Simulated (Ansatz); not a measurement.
System: hcp Cd. Method: r²SCAN+rVV10 (Ansatz, a program for electronic structure, plane waves, PAW).

Numerical settings: plane-wave cutoff 560 eV, 24×24×10 k mesh (along the axes of the cell as run), Fermi–Dirac smearing 0.05 eV, scalar-relativistic PAW data made under PBE.

Properties against volume:

Shape and atoms are relaxed at each volume.

| V (Å³/atom) | P (GPa) | c (Å) | a (Å) |
|---|---|---|---|
| 20.472 | 2.45 | 5.489 | 2.935 |
| 20.899 | 1.14 | 5.564 | 2.945 |
| 21.325 | 0.00 | 5.639 | 2.955 |
| 21.752 | -0.96 | 5.718 | 2.964 |
| 22.178 | -1.78 | 5.801 | 2.971 |

Note: the bulk modulus comes from volumes at which shape and atoms were relaxed.
